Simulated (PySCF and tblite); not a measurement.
The numbers below are computed, except where a source is named.
C₃H₆O, numbered as in [OH:1][CH:2]1[CH2:3][CH2:4]1.

Free energies: B3LYP-D3(BJ)/def2-SVP (IEF-PCM, chloroform) on GFN2-xTB structures plus GFN2-xTB thermal terms, symmetry and mirror images included. Conformers within 3 kcal/mol (GFN2-xTB free energy) were kept, 10 at most. Couplings: B3LYP/pcJ-1 (gas phase; spin-dipole term only for pairs with B, N, F, Si or P). Couplings are for ¹³C, ¹H, ¹⁷O. Of two unlike H on one atom, a is the less shielded (KT2/pcSseg-1 (IEF-PCM, chloroform)). Programs: PySCF with density fitting and tblite.

Torsions listed: H1–O1–C2–C3. Of a mirror pair one member is shown.

| conformer | shape | weight % |
| --- | --- | --- |
| 1 | -142° | 98.1 |
| 2 | -36° | 1.9 |

Dihedral angles along the coupling paths:

| coupling | conformer | dihedral (°) |
| --- | --- | --- |
| ³J(H1,H2) | 1 | 75 |
| ³J(H1,H2) | 2 | -180 |
| ³J(H3b,H4b) | 1 | -1 |
| ³J(H3b,H4b) | 2 | 0 |
| ³J(H3a,H4a) | 1 | 0 |
| ³J(H3a,H4a) | 2 | 0 |

Q: What are these vicinal couplings in each conformer, and averaged?

A: 
| coupling | conformer | dihedral (°) | J (Hz) | average (Hz) |
| --- | --- | --- | --- | --- |
| ³J(H1,H2) | 1 | 75 | -0.7 | -0.3 |
| ³J(H1,H2) | 2 | -180 | 15.7 | -0.3 |
| ³J(H3b,H4b) | 1 | -1 | 12.4 | 12.4 |
| ³J(H3b,H4b) | 2 | 0 | 12.6 | 12.4 |
| ³J(H3a,H4a) | 1 | 0 | 11.3 | 11.3 |
| ³J(H3a,H4a) | 2 | 0 | 11.9 | 11.3 |
